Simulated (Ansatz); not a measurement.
Relaxed structures of MgSi2H5 (charge +1), closed shell (PBE0-D4/def2-TZVP; forces vanish, vibrations not checked; lower isomers may exist, and structures with a doubtful reference or unclear bonds are left out; Å). Ansatz 0.2.0; basis: def2-TZVPP; cores frozen in the correlated methods. The outer core shell of Li, Na, Mg and K is correlated. The def2 sets are not built for correlating such inner shells, so the correlated values are less sure here.

(1) Rank them by CCSD(T) energy, lowest first, and give each one's height above the lowest. Links in brackets join atoms within 1.22 times the sum of their covalent radii (1.1 for two metals). (To be estimated.)
A.
MgSi₂H₅ ([MgH][SiH][SiH3]), total charge +1
```
8
angstrom
Mg -1.9750 1.3264 -1.8111
Si 0.2131 0.6242 -0.3617
Si 0.8201 -1.0948 1.1358
H -3.3394 1.7231 -2.6867
H 1.4162 1.5066 -0.4574
H 1.1324 -0.3490 2.3816
H 2.0303 -1.6873 0.5135
H -0.2977 -2.0492 1.2860
```
B.
MgSi₂H₅ ([MgH][SiH]1[H][SiH2]1), total charge +1
```
8
angstrom
Mg -1.9607 1.2075 -1.9380
Si 0.1940 0.7365 -0.4188
Si 0.4951 -0.8774 1.0547
H -3.3323 1.4345 -2.8619
H 1.3276 1.6508 -0.1083
H 1.5866 -0.8440 2.0487
H -0.3340 0.6038 1.2186
H -0.5726 -1.8705 1.2858
```
C.
MgSi₂H₅ ([H]1[SiH2]2[Si]34[H][Mg]123[H]4), total charge +1
```
8
angstrom
Mg 0.3213 1.6165 0.4790
Si -0.5884 0.3816 -1.5026
Si 0.1675 -0.9994 0.3984
H -1.3443 1.4038 -0.5390
H 0.7065 1.3100 -1.4216
H 0.7120 -0.1026 1.5658
H 1.3510 -1.8212 0.0742
H -0.9410 -1.7151 1.0620
```

T1 diagnostic: at most 0.017.

## Answers

(1) The calculation gives: C (0.000 eV), B (0.672 eV), A (0.798 eV). Heights count from the lowest.

For scale, one of the runs: CCSD(T)/def2-TZVPP, 186 basis functions, launched by `ansatz run in.yaml --threads 2 --pin off --events-out ev --progress --plain --max-ram 4352MiB`. The run took 51 s on 2 CPU threads of an Arm Neoverse V2 (shared host), with 1.8 GiB of host memory at its peak.
